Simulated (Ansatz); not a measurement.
Ansatz (a first-principles code) input (CCSD(T)/aug-cc-pVDZ):

Ansatz 0.2 input:
```yaml
crystal:
  periodic: [false, false, false]
  atoms:
    - {symbol: H, position_ang: [-0.00000000, -0.00000000, -0.37201156]}
    - {symbol: H, position_ang: [0.00000000, 0.00000000, 0.37201156]}
basis:
  gaussian:
    orbitals: aug-cc-pVDZ
magnetization: {spin_polarized: false}
correlation: {method: ccsd_t, electrons: outside_noble_gas}
```

Output:

```
Functional definition: HF
integrals: 0.00 GiB planned
166 factors; integrals over basis functions are off by at most 9.6e-4 eV
mean field: 0.04 GiB planned
mean field evaluation 1: about -30.6233 eV, gradient 3.8e0 eV
mean field evaluation 2: about -30.6223 eV, gradient 3.8e0 eV
mean field evaluation 4: about -30.7166 eV, gradient 5.7e-2 eV
mean field evaluation 8: about -30.7166 eV, gradient 3.7e-6 eV
mean field -30.71659029 eV, -1.1288138726 hartree, gradient 3.7e-6 eV, S^2 0.000000; 0 other end points of the search recorded, 0 dependent functions left out
reference -30.71659029 eV, -1.1288138726 hartree; 1, 1 occupied and 17, 17 virtual orbitals, 166 factors
second order -0.74341476 eV of doubles, -0.00000000 eV of singles
coupled cluster: 0.04 GiB planned
cycle   1  -0.90875933 eV  change   -1.7e-1 eV  update   2.6e-2
cycle   2  -0.97516683 eV  change   -6.6e-2 eV  update   9.0e-3
cycle   3  -0.97625725 eV  change   -1.1e-3 eV  update   1.2e-3
cycle   4  -0.97631338 eV  change   -5.6e-5 eV  update   1.5e-4
cycle   5  -0.97628037 eV  change    3.3e-5 eV  update   2.1e-5
cycle   6  -0.97627988 eV  change    5.0e-7 eV  update   4.9e-6
cycle   7  -0.97628181 eV  change   -1.9e-6 eV  update   8.0e-7
perturbative correction -0.00000000 eV, -0.0000000000 hartree
Total energy: -31.69287209 eV, -1.1646915672 hartree
```
